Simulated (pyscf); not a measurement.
Elementary routes open to H₃C–SiH₂–Cl + H atom (H•) in the gas phase (doublet surface):
A. methyl (CH₃•) + H₃Si–Cl (C–Si broken; H–Si formed)
B. H₃C–SiH•–Cl + hydrogen (H₂) (H–Si broken; H–H formed)
C. methane (CH₄) + •H₂Si–Cl (C–Si broken; C–H formed)

Single points on ωB97X-D3(BJ)/def2-SVP structures (PySCF, gas phase).

Task: Rank the routes by free-energy barrier at 600 K, lowest first, for ωB97M-D3(BJ)/def2-TZVP energies (ideal gas, 1 atm, RRHO with modes under 100 cm⁻¹ raised to 100, one conformer, R ln 2 for chiral ones without a mode under 150 cm⁻¹).

Result: B (15.0 kcal/mol), A (29.2 kcal/mol), C (42.5 kcal/mol)

Route B is the fastest of these, ahead of the next by 14.2 kcal/mol. The most stable products are those of C (ΔG = -17.0 kcal/mol), whose barrier is 27.5 kcal/mol higher: the kinetic and the thermodynamic product differ. At 1200 K B is still the fastest. Only these routes are compared; each barrier is that of the saddle found, and lower ones may exist.
